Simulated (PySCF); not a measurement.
## F: ionisation energy

F [He] 2s2 2p5 (2P) → F⁺ [He] 2s2 2p4 (3P), as a difference of total energies. Computed with PySCF 2.14 in aug-cc-pVTZ (5s4p3d2f, 46 functions), with no relativity, point nucleus. Correlated levels: valence: 1s2 frozen. The calculations carry no spin-orbit coupling.

```csv
method,ionisation energy (eV),error (eV)
UHF,15.674,-1.753
LDA,17.972,+0.545
PBE,17.668,+0.241
PBE0,17.460,+0.033
r2SCAN,17.561,+0.134
wB97X-V,17.540,+0.113
r2SCAN0,17.388,-0.039
M06-2X,17.564,+0.137
revPBE,17.555,+0.128
MP2 (valence),17.312,-0.115
SCS-MP2 (valence),17.300,-0.127
```

Reference: 17.427 eV (measured; NIST levels, between the centres of gravity of the two terms).

Errors of the correlated levels include the incompleteness of this basis and the frozen core.
